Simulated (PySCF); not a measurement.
## Si: ionisation energy

Si [Ne] 3s2 3p2 (3P) → Si⁺ [Ne] 3s2 3p1 (2P), as a difference of total energies. Computed with PySCF 2.14 in x2c-TZVPPall, with the spin-free X2C one-electron Hamiltonian (Gaussian nucleus). Correlated levels: valence: [Ne] frozen; valence and next inner shell: 1s2 frozen. The calculations carry no spin-orbit coupling.

```json
{"method": "UHF", "ionisation energy (eV)": "7.629", "error (eV)": "-0.528"}
{"method": "LDA", "ionisation energy (eV)": "8.219", "error (eV)": "+0.062"}
{"method": "PBE", "ionisation energy (eV)": "8.180", "error (eV)": "+0.023"}
{"method": "PBE0", "ionisation energy (eV)": "8.205", "error (eV)": "+0.048"}
{"method": "r2SCAN", "ionisation energy (eV)": "8.314", "error (eV)": "+0.157"}
{"method": "M06", "ionisation energy (eV)": "7.905", "error (eV)": "-0.252"}
{"method": "B2PLYP", "ionisation energy (eV)": "7.999", "error (eV)": "-0.158"}
{"method": "BHandHLYP", "ionisation energy (eV)": "7.969", "error (eV)": "-0.188"}
{"method": "BLYP", "ionisation energy (eV)": "7.922", "error (eV)": "-0.235"}
{"method": "ROHF", "ionisation energy (eV)": "7.645", "error (eV)": "-0.512"}
{"method": "MP2 (valence)", "ionisation energy (eV)": "8.031", "error (eV)": "-0.126"}
{"method": "SCS-MP2 (valence)", "ionisation energy (eV)": "7.946", "error (eV)": "-0.211"}
{"method": "MP2 (valence and next inner shell)", "ionisation energy (eV)": "8.023", "error (eV)": "-0.134"}
{"method": "SCS-MP2 (valence and next inner shell)", "ionisation energy (eV)": "7.939", "error (eV)": "-0.218"}
```

Reference: 8.157 eV (measured; NIST levels, between the centres of gravity of the two terms).

Errors of the correlated levels include the incompleteness of this basis and the frozen core.
